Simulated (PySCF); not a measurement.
# A diatomic session: NaO−

One table from this session's results is given with a row withheld; the runs are named, their logs left out.

Program: PySCF 2.14.0. Level of theory: Na aug-cc-pVDZ, O aug-cc-pVDZ, no relativity. These are calculated values, not measurements.

4 further runs of the same task are left out: 4 set aside as unsound or not needed.

Set-up of the first run:

The job is set up so:

* atoms: Na, O
* charge: -1
* basis: Na aug-cc-pVDZ, O aug-cc-pVDZ
* Hamiltonian: no relativity
* basis functions: 50
* electrons treated: 20
* masses in u: 22.9898, 15.9949
* levels: PBE0, PBE, r²SCAN, B97-3, PW91, r²SCANh, LC-ωPBE, MP2, SCS-MP2, CCSD, CCSD(T)
* grid: 80 radial by 434 angular points
* occupations: held fixed by the projection of orbital angular momentum
* dissociation limit: Na + O−, each in its ground configuration
* starting distance in angstrom: 2.275
* values of 2S to try: 0, 2

Launch:

```bash
$ OMP_NUM_THREADS=1 python dia.py task.json out
```

Steps of the session up to this table: Input; PBE0 along the bond; PBE (GGA); r²SCAN; B97-3; PW91 (GGA); r²SCANh; LC-ωPBE (range-separated hybrid); MP2 and coupled cluster.

One of the session's tables, all rows but one given; the rest of the session is left out.

Energy (eV) from each level's lowest point:

| R (Å) | UHF-MP2 | UHF-SCS-MP2 | UHF-CCSD | UHF-CCSD(T) | PBE |
| --- | --- | --- | --- | --- | --- |
| 1.851 | 0.389 | 0.385 | n/a | n/a | 0.431 |
| 1.937 | 0.163 | 0.161 | 0.154 | 0.160 | 0.195 |
| 2.023 | 0.047 | 0.046 | 0.042 | 0.046 | 0.066 |
| 2.087 | 0.009 | 0.009 | 0.007 | 0.009 | 0.018 |
| 2.152 | 0.000 | 0.000 | 0.000 | 0.000 | 0.000 |
| 2.217 | ? | ? | ? | ? | ? |
| 2.303 | 0.049 | 0.050 | 0.054 | 0.049 | 0.034 |
| 2.410 | 0.120 | 0.122 | 0.128 | 0.119 | 0.096 |
| 2.539 | 0.225 | 0.227 | 0.236 | 0.223 | 0.190 |
| 2.712 | 0.378 | 0.381 | n/a | n/a | 0.328 |

Q: Estimate the row for R (Å) = 2.217 from the others.

Worked estimate for «UHF-MP2». A straight line through the neighbours (2.152, 0.000) and (2.303, 0.049) gives 0.000 + (0.049 − 0.000) × (2.217 − 2.152) / (2.303 − 2.152) = 0.021; a parabola fitted to 4 rows on both sides gives 0.013.

The run gave: UHF-MP2: 0.012; UHF-SCS-MP2: 0.012; UHF-CCSD: 0.014; UHF-CCSD(T): 0.012; PBE: 0.004. In «UHF-MP2» the line misses by +0.009 and the parabola by +0.001.

Limits of these values: At some levels the lowest empty orbital lies below the highest filled one (the two can be of opposite spin).
